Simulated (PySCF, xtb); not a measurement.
Bonds broken one at a time in the series B Br-SiH3. Gas-phase values, no solvent. Strings in code marks are SMILES.

Quantity: homolytic bond dissociation enthalpy at 298 K (no spin–orbit term), in eV. Enthalpy corrections at 298 K come from GFN2-xTB frequencies (xtb).

Level 1: PBE0-D3(BJ)/def2-TZVP (PySCF)
Level 2: ωB97X-D3(BJ)/def2-TZVP // PBE0-D3(BJ)/def2-TZVP (PySCF)
Level 3: B3LYP/6-31G* // PBE0-D3(BJ)/def2-TZVP (PySCF)
Level 4: PBE/6-31G* // PBE0-D3(BJ)/def2-TZVP (PySCF)

```csv
species,level 2,level 3,level 4
"Si–B bond of `[SiH3]B(Br)Br`, giving `Br[B]Br` and `[SiH3]`",3.87,3.47,3.55
"B–Br bond of `[SiH3]B(Br)Br`, giving `[Br]` and `[SiH3][B]Br`",4.51,4.22,4.48
```

### Question
What does level 1 give for each?

### Answer

- Si–B bond of `[SiH3]B(Br)Br`, giving `Br[B]Br` and `[SiH3]`: 3.60
- B–Br bond of `[SiH3]B(Br)Br`, giving `[Br]` and `[SiH3][B]Br`: 4.44
